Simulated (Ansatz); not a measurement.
Two isomers of C2H4FNO: A = `OC/N=C\F`, B = `C/N=C(/O)F`.

Isolated molecules relaxed with PBE0-D4/def2-TZVP in Ansatz; ΔE leaves out vibrations. CCSD(T)/CBS is the MP2 limit (def2-TZVPP, def2-QZVPP) plus CCSD(T) − MP2 in def2-TZVPP, frozen cores. Double bonds are as drawn, so ΔE can hold a change between cis and trans. Functionals use def2-TZVPP. B3LYP here is the variant with VWN-RPA as its local correlation; programs differ in this. One conformer a species, not always the lowest.

Q: Which isomer does CCSD(T)/CBS put lower? Give the gap. (Best estimate.)

A: The calculation gave: B, by 11.1 kcal/mol.

Q: Give E(B) − E(A) in kcal/mol with CCSD/def2-TZVPP, CCSD(T)/def2-SVP, ωB97M-V, HF/def2-TZVPP, B2PLYP, B3LYP, B3LYP-D4. (An estimate is asked.)

A: Ansatz gave: CCSD/def2-TZVPP -11.4, CCSD(T)/def2-SVP -13.7, ωB97M-V -12.4, HF/def2-TZVPP -12.7, B2PLYP -11.9, B3LYP -11.9, B3LYP-D4 -11.9. None reverses the order clearly.

Q: Does the order hold for the free energy at 298.15 K (harmonic terms from PBE0-D4)? (Best estimate.)

A: Computed: Yes: G(B) − G(A) = -10.6 kcal/mol, for one conformer each. Modes under 60 cm⁻¹, often nearly free rotors, make the harmonic entropy too high.

Largest T1 diagnostic: 0.013.

Leaving LDA and LC-ωPBE aside and taking each functional with its dispersion term where it has one, the values, not all of them listed here, spread over 3.1 kcal/mol, from r2SCAN0-D4 to BLYP-D4. LDA lies −2.3 kcal/mol from PBE without D4. From PBE to PBE0 (25 % exact exchange), in def2-TZVPP and without D4, E(B) − E(A) moves by −0.8 kcal/mol.
